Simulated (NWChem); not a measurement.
**CH3AlO (Al(CO)H3): CCD/x2c-SVPall (DKH3)**

Aim: the energy difference between two shapes of CH3AlO (Al(CO)H3) at CCD/x2c-SVPall (DKH3), from 2 runs. 

The results are computed with NWChem 7.3.0.

## 1. The system as given

The species is CH3AlO (6 atoms), meant as a singlet with charge 0. As SMILES, `[H][Al]([H])([H])<-[C-]#[O+]`. The shape comes from GFN2-xTB, which is rough for such elements, and wasn't checked as a minimum.

Bond lengths: Al1–C2 2.094 Å, C2–O3 1.126 Å, Al1–H4 1.577 Å, Al1–H5 1.545 Å, Al1–H6 1.577 Å. Angles: Al1–C2–O3 141.2°, C2–Al1–H4 78.4°, C2–Al1–H5 133.6°, C2–Al1–H6 78.3°, H4–Al1–H5 118.1°, H4–Al1–H6 119.8°, H5–Al1–H6 118.1°.

## 2. The energy at CCD/x2c-SVPall (DKH3)

input.xyz reads:

```xyz
6
Al(CO)H3
Al    -0.199510    -0.012510    -0.765670
C      0.178800     0.454460     1.239830
O      0.582630    -0.003390     2.185370
H      1.364860    -0.193790    -0.688020
H     -0.782320     0.784950    -1.953560
H     -1.144460    -1.029730    -0.017950
```

run.py reads:

```python
from ase.io import read
from ase.calculators.nwchem import NWChem

molecule = read('input.xyz')

calc = NWChem(
    label='input',
    theory='tce',
    memory='2200 mb',
    basis='x2c-SVPall',
    basispar='spherical bse',
    relativistic={'douglas-kroll': 'dk3'},
    scf={'nopen': '0', 'rhf': None, 'maxiter': '60'},
    tce={'scf': None, 'ccd': None, 'freeze': 'core 7', 'maxiter': '100'},
    task='energy',
)
molecule.calc = calc

e = molecule.get_potential_energy()
print(f"E = {e:.6f} eV")
```

Launch:

```bash
export ASE_NWCHEM_COMMAND="nwchem PREFIX.nwi > PREFIX.nwo"
python run.py
```

Standard output:

```text
E = -9716.630517 eV
```

The calculator wrote input.nwi:

```
title "input"

permanent_dir input

scratch_dir input

start input

geometry units angstrom nocenter noautosym noautoz
  Al -1.9950999999999999e-01 -1.2510000000000000e-02 -7.6566999999999996e-01
  C  1.7879999999999999e-01 4.5445999999999998e-01 1.2398300000000000e+00
  O  5.8262999999999998e-01 -3.3899999999999998e-03 2.1853699999999998e+00
  H  1.3648600000000000e+00 -1.9378999999999999e-01 -6.8801999999999996e-01
  H  -7.8232000000000002e-01 7.8495000000000004e-01 -1.9535600000000000e+00
  H  -1.1444600000000000e+00 -1.0297300000000000e+00 -1.7950000000000001e-02
end

memory 2200 mb

basis spherical bse noprint
   * library x2c-SVPall
end

relativistic
  douglas-kroll dk3
end
scf
  nopen 0
  rhf
  maxiter 60
end
tce
  scf
  ccd
  freeze core 7
  maxiter 100
end

task tce energy
```

input.nwo:

```text
Northwest Computational Chemistry Package (NWChem) 7.3.0
             --------------------------------------------------------

           Job information
           ---------------

    nwchem branch   = 7.3.0
    use scalapack   = T
    input           = input.nwi
    prefix          = input.
    data base       = input/input.db
    status          = startup
    nproc           =        1

           Memory information
           ------------------

    heap     =     72089594 doubles =      550.0 Mbytes
    stack    =     72089599 doubles =      550.0 Mbytes
    global   =    144179200 doubles =     1100.0 Mbytes (distinct from heap & stack)
    total    =    288358393 doubles =     2200.0 Mbytes
    verify   = yes
    hardfail = no

           Directory information
           ---------------------

  0 permanent = input
  0 scratch   = input

[... 133 lines left out ...]
 Convergence threshold     :          1.000E-04
[... 12 lines left out ...]
       Final RHF  results
[... 3 lines left out ...]
      One-electron energy =   -654.413019591263
[... 1 line left out ...]
 Nuclear repulsion energy =     81.517246163582
[... 33 lines left out ...]
                       ROHF Final Molecular Orbital Analysis
[... 308 lines left out ...]
 tce_ao2e: fast2e=1
 half-transformed integrals in memory

 2-e (intermediate) file size =        25875834
 2-e (intermediate) file name = input/input.v2i

 tce_mo2e: fast2e=1
 2-e integrals stored in memory

 2-e file size   =         12579417
 2-e file name   = input/input.v2
 T2-number-of-boxes                    7

 t2 file size   =           236992
 t2 file name   = input/input.t2
 t2 file handle =       -999

 CCD iterations
 --------------------------------------------------------
 Iter          Residuum       Correlation     Cpu    Wall
 --------------------------------------------------------
    1   0.1785877759822  -0.3765934589607     0.1     0.1
    2   0.0476062726730  -0.3841074980291     0.1     0.1
    3   0.0159400413744  -0.3957600958102     0.1     0.1
[... 20 lines of this table left out ...]
   24   0.0000000658257  -0.3984175208049     0.1     0.1
 --------------------------------------------------------
 Iterations converged
 CCD correlation energy / hartree =        -0.398417520804865
 CCD total energy / hartree       =      -357.079588226464637

 Doubles contributions

 Task  times  cpu:       19.8s     wall:       19.8s
 Total times  cpu:       19.9s     wall:       19.9s
```

It took 21 s on 1 thread of AMD EPYC 7R43 (Zen 3), shared host; peak memory 0.38 GiB.

## 3. The distorted shape at the same level

input.xyz reads:

```xyz
6

Al    -0.254768     0.008329    -0.710455
C      0.175960     0.405316     1.255725
O      0.588704    -0.003386     2.143972
H      1.330417    -0.180863    -0.705680
H     -0.776391     0.795699    -2.003284
H     -1.113622    -1.041211    -0.021856
```

input.nw reads:

```
start input
memory 2200 mb
geometry noautosym nocenter noautoz
  load format xyz input.xyz
end
basis "ao basis" spherical bse
  * library x2c-SVPall
end
relativistic
  douglas-kroll dk3
end
scf
  maxiter 60
end
tce
  scf
  ccd
  freeze core 7
  maxiter 100
end
task tce energy
```

Launch:

```bash
nwchem input.nw > input.out
```

Standard output:

```text
[...]
  functions       =    61
[...]
  wavefunction    = RHF
[...]
         Total SCF energy =   -356.672666771855
      One-electron energy =   -658.634396197419
      Two-electron energy =    218.225289067134
 Nuclear repulsion energy =     83.736440358430
        Time for solution =      9.4s
[...]
         Wavefunction type : Restricted Hartree-Fock
          No. of electrons :    30
[...]
         Spin multiplicity : singlet
[...]
```

Run time: 20 s. Hardware: 1 thread of AMD EPYC 7R43 (Zen 3), shared host; peak memory 0.39 GiB.

## 4. What came out

Level: CCD/x2c-SVPall (DKH3), 7 core orbitals frozen.

```
                                                    quantity          value
                                   first shape: total energy  -357.07959 Eh
            first shape: HOMO energy (Hartree–Fock orbitals)      -11.29 eV
            first shape: LUMO energy (Hartree–Fock orbitals)        1.93 eV
          first shape: HOMO–LUMO gap (Hartree–Fock orbitals)       13.22 eV
    first shape: correlation energy (7 core orbitals frozen)     -398.4 mEh
                               distorted shape: total energy  -357.06339 Eh
        distorted shape: HOMO energy (Hartree–Fock orbitals)      -10.99 eV
        distorted shape: LUMO energy (Hartree–Fock orbitals)        2.32 eV
      distorted shape: HOMO–LUMO gap (Hartree–Fock orbitals)       13.31 eV
distorted shape: correlation energy (7 core orbitals frozen)     -390.7 mEh
                      energy change with the atoms displaced       0.441 eV
```

With the atoms displaced the energy rises by 0.44 eV (10.2 kcal/mol). The first shape isn't relaxed at this level, so the change isn't measured from a minimum. Mulliken charges (distorted shape) run from -0.30 on H4 to +0.75 on Al1; they depend strongly on the basis.
